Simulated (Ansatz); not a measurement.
Geometry optimisation, RKS r2SCANh-D4/def2-SVP in Ansatz 0.2.0.

Input:

```yaml
crystal:
  periodic: [false, false, false]
  atoms:
    - { symbol: C, position_ang: [-0.55998, 1.03554, -0.58844] }
    - { symbol: "N", position_ang: [0.24779, -0.14553, -0.35012] }
    - { symbol: C, position_ang: [0.952, -0.05104, 0.91502] }
    - { symbol: "N", position_ang: [-0.64916, -1.30225, -0.28062] }
    - { symbol: H, position_ang: [-1.054, 0.9367, -1.55478] }
    - { symbol: H, position_ang: [-1.32321, 1.18819, 0.18589] }
    - { symbol: H, position_ang: [0.09844, 1.90106, -0.61987] }
    - { symbol: H, position_ang: [1.63213, 0.79612, 0.86612] }
    - { symbol: H, position_ang: [1.53397, -0.95973, 1.06252] }
    - { symbol: H, position_ang: [0.27333, 0.07616, 1.76792] }
    - { symbol: H, position_ang: [-1.59471, -0.92582, -0.32146] }
    - { symbol: H, position_ang: [-0.53295, -1.68789, 0.65547] }
basis:
  gaussian: { orbitals: def2-SVP }
hamiltonian:
  xc: r2scanh
  dispersion: d4
relax:
  f_tol: 0.015
  max_steps: 40
```

Command:

```bash
$ ansatz run input.yaml --threads 2 --pin off --max-ram 3072MiB --backend cpu --events-out ev --progress --plain --runs-dir out
```

Q: Where does it end, and by what steps?

A: It converged. After 12 steps the energy has fallen by 0.454 eV; H12 moved furthest, 1.03 Å.

```tsv
step	energy less start (eV)	largest force component (eV/Å)	accepted
0	0.0000	0.847	yes
1	-0.0508	0.440	yes
2	-0.0663	0.213	yes
3	-0.0852	1.129	yes
4	-0.2229	0.736	yes
5	-0.3321	0.753	yes
6	-0.4120	0.266	yes
7	-0.4432	0.346	yes
8	-0.4514	0.137	yes
9	-0.4525	0.209	yes
10	-0.4529	0.166	yes
11	-0.4535	0.021	yes
12	-0.4535	0.004	yes
```

```xyz
12
Properties=species:S:1:pos:R:3
C -0.508 1.087 -0.677
N 0.127 -0.141 -0.265
C 0.834 -0.006 0.986
N -0.823 -1.180 -0.252
H -1.002 0.932 -1.644
H -1.275 1.442 0.050
H 0.247 1.879 -0.784
H 1.587 0.793 0.914
H 1.357 -0.944 1.223
H 0.157 0.236 1.838
H -1.353 -1.170 0.631
H -0.324 -2.067 -0.282
```

Time of the run: 44 s on 2 threads of Intel(R) Xeon(R) Platinum 8488C (Sapphire Rapids) (shared host), peak memory 0.23 GiB.
